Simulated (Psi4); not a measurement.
# SiH2Cl2 (dichlorosilane (DCS)): CCSD/6-311+G(d,p)

Aim: the vertical singlet–triplet gap of SiH2Cl2 (dichlorosilane (DCS)) at CCSD/6-311+G**, from 2 runs. 

Program for the calculation: Psi4 1.11.

1 further run of the same task is left out (set aside as unsound or not needed).

## 1. The structure to begin with

SiH2Cl2 has 5 atoms, charge 0, and is taken as a singlet. As SMILES, `Cl[SiH2]Cl`. The shape is that of a PBE0-D4/def2-TZVP optimisation.

Bond lengths: Cl1–Si2 2.040 Å, Si2–Cl3 2.040 Å, Si2–H4 1.476 Å, Si2–H5 1.476 Å. Angles: Cl1–Si2–Cl3 110.1°, Cl1–Si2–H4 108.5°, Cl1–Si2–H5 108.5°, Cl3–Si2–H4 108.5°, Cl3–Si2–H5 108.5°, H4–Si2–H5 112.7°.

## 2. The energy at CCSD/6-311+G(d,p)

Contents of cl2h2si.py:

```python
import psi4

psi4.set_memory(1600000000)
psi4.set_num_threads(1)
psi4.set_output_file('cl2h2si.out', False)

molecule = psi4.geometry("""
0 1
Cl    -1.036100    -0.393400     1.609300
Si     0.136800    -0.071700    -0.028900
Cl    -0.799200     1.196800    -1.324000
H      0.352000    -1.362200    -0.711200
H      1.396500     0.556600     0.413400
symmetry c1
no_reorient
no_com
""")

options = {'basis': '6-311+G**', 'reference': 'rhf', 'puream': True, 'e_convergence': 1e-09, 'd_convergence': 1e-08, 'scf_type': 'pk', 'num_frozen_docc': 15}
psi4.set_options(options)

energy_value = psi4.energy("ccsd")
print('E =', round(energy_value, 9))
for k, v in sorted(psi4.core.scalar_variables().items()):
    print(f'{k:45s} {v:18.10f}')
```

Run with:

```
$ python cl2h2si.py
```

cl2h2si.out:

```text
[...]
  Running in c1 symmetry.
[...]
  Nuclear repulsion =  191.963420987880852
[...]
  Multiplicity = 1
[...]
  Nalpha       = 25
  Nbeta        = 25
[...]
    Number of basis functions: 102
[...]
   @RHF iter   1: -1209.18555567980638   -2.56811e-01   2.43376e-03 DIIS/ADIIS
[...]
   @RHF iter  10: -1209.21628778269110   -2.50111e-12   2.16866e-09 DIIS
[...]
    Orbital Energies [Eh]
    ---------------------
    Doubly Occupied:
       1A   -104.844586     2A   -104.844581     3A    -68.876153
       4A    -10.572539     5A    -10.572532     6A     -8.040592
       7A     -8.040585     8A     -8.038102     9A     -8.038095
      10A     -8.038039    11A     -8.038032    12A     -6.216775
      13A     -4.324722    14A     -4.323727    15A     -4.322680
      16A     -1.133592    17A     -1.104139    18A     -0.738235
      19A     -0.570182    20A     -0.564269    21A     -0.562199
      22A     -0.486357    23A     -0.484674    24A     -0.469759
      25A     -0.458787
[...]
  @RHF Final Energy: -1209.21628778269110
   => Energetics <=
    Nuclear Repulsion Energy =            191.9634209878808520
    One-Electron Energy =               -2054.9515532330824499
    Two-Electron Energy =                 653.7718444625105576
    Total Energy =                      -1209.2162877826908698
[...]
 Multipole Moments:
 ------------------------------------------------------------------------------------
     Multipole            Electronic (a.u.)      Nuclear  (a.u.)        Total (a.u.)
 ------------------------------------------------------------------------------------
 L = 1.  Multiply by 2.5417464519 to convert [e a0] to [Debye]
 Dipole X            :         52.6781122          -52.0362545            0.6418577
 Dipole Y            :        -22.6783202           22.3902310           -0.2880892
 Dipole Z            :         -7.9425168            7.8380171           -0.1044997
 Magnitude           :                                                    0.7112643
[...]
      * MP2 total energy                      = -1209.585933535252934
[...]
      * CCSD total energy                     = -1209.624729420002495
```

Standard output:

```text
E = -1209.62472942
CC D1 DIAGNOSTIC                                    0.0203314336
CC D2 DIAGNOSTIC                                    0.1383253073
CC NEW D1 DIAGNOSTIC                                0.0203314336
CC T1 DIAGNOSTIC                                    0.0089011524
CCSD CORRELATION ENERGY                            -0.4084416373
CCSD DOUBLES ENERGY                                -0.4084416373
CCSD ITERATIONS                                    15.0000000000
CCSD OPPOSITE-SPIN CORRELATION ENERGY              -0.3220077312
CCSD SAME-SPIN CORRELATION ENERGY                  -0.0864339061
CCSD SINGLES ENERGY                                 0.0000000000
CCSD TOTAL ENERGY                               -1209.6247294200
CURRENT CORRELATION ENERGY                         -0.4084416373
CURRENT ENERGY                                  -1209.6247294200
CURRENT REFERENCE ENERGY                        -1209.2162877827
DD SOLVATION ENERGY                                 0.0000000000
HF KINETIC ENERGY                                1209.2762325081
HF POTENTIAL ENERGY                             -2418.4925202908
HF TOTAL ENERGY                                 -1209.2162877827
HF VIRIAL RATIO                                     1.9999504293
MP2 CORRELATION ENERGY                             -0.3696457526
MP2 DOUBLES ENERGY                                 -0.3696457526
MP2 OPPOSITE-SPIN CORRELATION ENERGY               -0.2804365667
MP2 SAME-SPIN CORRELATION ENERGY                   -0.0892091858
MP2 SINGLES ENERGY                                 -0.0000000000
MP2 TOTAL ENERGY                                -1209.5859335353
NUCLEAR REPULSION ENERGY                          191.9634209879
ONE-ELECTRON ENERGY                             -2054.9515532331
PCM POLARIZATION ENERGY                             0.0000000000
PE ENERGY                                           0.0000000000
SCF ITERATION ENERGY                            -1209.2162877827
SCF ITERATIONS                                     10.0000000000
SCF TOTAL ENERGY                                -1209.2162877827
TWO-ELECTRON ENERGY                               653.7718444625
```

It took 27 s on 1 thread of Intel Xeon Platinum 8259CL at 2.50GHz (Skylake/Cascade Lake), shared host; peak memory 0.83 GiB.

## 3. The triplet

Contents of cl2h2si.json:

```json
{
  "schema_name": "qcschema_input",
  "schema_version": 1,
  "molecule": {
    "schema_name": "qcschema_molecule",
    "schema_version": 2,
    "symbols": ["Cl", "Si", "Cl", "H", "H"],
    "geometry": [-1.95794524, -0.74341826, 3.04113625, 0.25851453, -0.13549336, -0.05461309, -1.51026912, 2.26162423, -2.50199739, 0.6651836, -2.57418493, -1.34397322, 2.63900253, 1.05182156, 0.78121278],
    "molecular_charge": 0,
    "molecular_multiplicity": 3,
    "fix_symmetry": "c1"
  },
  "driver": "energy",
  "model": {
    "method": "ccsd",
    "basis": "6-311+G**"
  },
  "keywords": {
    "reference": "uhf",
    "puream": true,
    "e_convergence": 1e-09,
    "d_convergence": 1e-08,
    "scf_type": "pk",
    "num_frozen_docc": 15,
    "maxiter": 100
  }
}
```

Run with:

```
$ psi4 --qcschema cl2h2si.json -n 1 --memory 1600MB
```

stdout:

```text
[...]
  Running in c1 symmetry.
[...]
  Nuclear repulsion =  191.963421061022530
[...]
  Multiplicity = 3
[...]
  Nalpha       = 26
  Nbeta        = 24
[...]
    Number of basis functions: 102
[...]
   @UHF iter   1: -1208.86666101526248    6.20818e-02   2.29317e-03 DIIS/ADIIS
[...]
   @UHF iter  46: -1208.90101793968279   -1.00954e-10   9.86081e-09 DIIS
[...]
   @S^2 Observed:                2.027391069E+00
[...]
    Orbital Energies [Eh]
    ---------------------
    Alpha Occupied:
       1A   -104.874508     2A   -104.874201     3A    -68.899111
       4A    -10.602291     5A    -10.601983     6A     -8.071612
       7A     -8.071268     8A     -8.069176     9A     -8.068877
      10A     -8.066358    11A     -8.066064    12A     -6.239459
      13A     -4.350102    14A     -4.349607    15A     -4.345304
      16A     -1.167311    17A     -1.139048    18A     -0.811042
      19A     -0.658989    20A     -0.610500    21A     -0.595558
      22A     -0.523764    23A     -0.522536    24A     -0.519462
      25A     -0.495712    26A     -0.142752
    Alpha Virtual:
[...]
  @UHF Final Energy: -1208.90101793968279
   => Energetics <=
    Nuclear Repulsion Energy =            191.9634210610225296
    One-Electron Energy =               -2053.4816210981143740
    Two-Electron Energy =                 652.6171820974091133
    Total Energy =                      -1208.9010179396827880
  UHF NO Occupations:
  HONO-2 :   24  A 1.9934667
  HONO-1 :   25  A 1.0000000
[...]
 Multipole Moments:
 ------------------------------------------------------------------------------------
     Multipole            Electronic (a.u.)      Nuclear  (a.u.)        Total (a.u.)
 ------------------------------------------------------------------------------------
 L = 1.  Multiply by 2.5417464519 to convert [e a0] to [Debye]
 Dipole X            :         -3.3759659            3.3608640           -0.0151020
 Dipole Y            :          1.5174980           -1.5089095            0.0085884
 Dipole Z            :          0.5472190           -0.5468273            0.0003917
 Magnitude           :                                                    0.0173777
[...]
      * MP2 total energy                      = -1209.290061746310812
[...]
      * CCSD total energy                     = -1209.329604761931023
[...]
```

The result, in JSON:

```text
{
 "driver": "energy",
 "model": {
  "method": "ccsd",
  "basis": "6-311+G**"
 },
 "success": true,
 "return_result": -1209.329604761931,
 "properties": {
  "calcinfo_nbasis": 102,
  "calcinfo_nmo": 102,
  "calcinfo_nalpha": 26,
  "calcinfo_nbeta": 24,
  "calcinfo_natom": 5,
  "nuclear_repulsion_energy": 191.96342106102253,
  "return_energy": -1209.329604761931,
  "scf_one_electron_energy": -2053.4816210981144,
  "scf_two_electron_energy": 652.6171820974091,
  "scf_dipole_moment": [-0.0151019646998094, 0.008588435913144732, 0.00039170293566426206],
  "scf_total_energy": -1208.9010179396828,
  "scf_iterations": 46,
  "mp2_same_spin_correlation_energy": -0.10157093265464825,
  "mp2_opposite_spin_correlation_energy": -0.2874728739121427,
  "mp2_singles_energy": -2.7473022645413373e-27,
  "mp2_doubles_energy": -0.38904380656679094,
  "mp2_correlation_energy": -0.38904380656679094,
  "mp2_total_energy": -1209.2900617463108,
  "ccsd_same_spin_correlation_energy": -0.09761146790554207,
  "ccsd_opposite_spin_correlation_energy": -0.3309753542814294,
  "ccsd_singles_energy": -1.571288702498155e-17,
  "ccsd_doubles_energy": -0.4285868221869714,
  "ccsd_correlation_energy": -0.4285868221869715,
  "ccsd_total_energy": -1209.329604761931,
  "ccsd_iterations": 48
 }
}
```

Run time: 2.8 min. Hardware: 1 thread of Intel Xeon Platinum 8259CL at 2.50GHz (Skylake/Cascade Lake), shared host; peak memory 0.84 GiB.

## 4. Results

Level: CCSD/6-311+G**, 15 core orbitals frozen.

| quantity | value |
| --- | --- |
| singlet: total energy | -1209.62473 Eh |
| singlet: HOMO energy (Hartree–Fock orbitals) | -12.48 eV |
| singlet: LUMO energy (Hartree–Fock orbitals) | 1.51 eV |
| singlet: HOMO–LUMO gap (Hartree–Fock orbitals) | 14.00 eV |
| singlet: correlation energy (15 core orbitals frozen) | -408.4 mEh |
| singlet: T1 diagnostic | 0.009 |
| triplet: total energy | -1209.32960 Eh |
| triplet: HOMO energy (Hartree–Fock orbitals) (highest over α and β) | -3.88 eV |
| triplet: correlation energy (15 core orbitals frozen) | -428.6 mEh |
| triplet: ⟨S²⟩ of the reference determinant | 2.027 |
| triplet: T1 diagnostic | 0.052 |
| vertical energy of the triplet above the singlet | 8.031 eV |

At this shape the triplet lies 8.03 eV (185 kcal/mol) above the singlet. The T1 diagnostic (triplet) of 0.052 is above the customary mark for such species, so a single reference may not serve.
